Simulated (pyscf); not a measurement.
Thermochemistry of product channels of `[SH][GeH3]` + `[H]` [doublet] on the doublet surface, in kcal/mol, from ωB97M-D3(BJ)/def2-TZVP energies (ideal gas, 1 atm, RRHO with modes under 100 cm⁻¹ raised to 100, one conformer, R ln 2 for chiral ones without a mode under 150 cm⁻¹). PySCF, gas phase, ωB97X-D3(BJ)/def2-SVP geometries.

```tsv
products	ΔE	ΔH(298 K)	ΔG(298 K)	ΔG(900 K)
`[S]` [triplet] + `[GeH3]` [doublet] + `[H][H]`	+60.5	+60.1	+51.5	+34.3
`[S][GeH3]` [doublet] + `[H][H]`	-14.4	-13.6	-14.4	-15.6
`[SH2]` + `[GeH3]` [doublet]	-14.9	-13.1	-15.6	-19.1
`[SH]` [doublet] + `[GeH4]`	(withheld)	-6.4	-7.0	-6.9
`[SH][GeH2]` [doublet] + `[H][H]`	(withheld)	-21.7	-23.3	-26.3
```

Task: Some entries are withheld; supply them.

Result: 
- `[SH]` [doublet] + `[GeH4]`, ΔE: -8.3
- `[SH][GeH2]` [doublet] + `[H][H]`, ΔE: -22.7

These are energies of the channels, which say nothing of barriers. Left out: orbital degeneracy and the spin-orbit lowering of SH, S. Elements up to Kr have no core potential and no relativistic terms here.
